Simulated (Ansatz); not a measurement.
# How the LA phonon frequency at L of zinc-blende CuCl moves with the method

No measured value is used here.

Problem. Put these levels in order of the LA phonon frequency at L that they give for zinc-blende CuCl, smallest first: B3LYP (VWN-RPA form) (Ansatz, a quantum-chemistry and plane-wave program), HSE06 (Ansatz), LDA (Ansatz), PBE (Ansatz).

Solution. PBE (101 cm⁻¹), B3LYP (VWN-RPA form) (106 cm⁻¹), HSE06 (110 cm⁻¹), LDA (122 cm⁻¹)

Unless a cell is named, each level is at its own relaxed cell (LDA 17.65, PBE 19.94, B3LYP (VWN-RPA form) 21.33, HSE06 20.21 Å³/atom).

Each level is taken at its own relaxed cell. K meshes differ between the levels. Ansatz's density-functional and Hartree–Fock values are scalar-relativistic unless marked +SOC, with PAW data made under PBE.
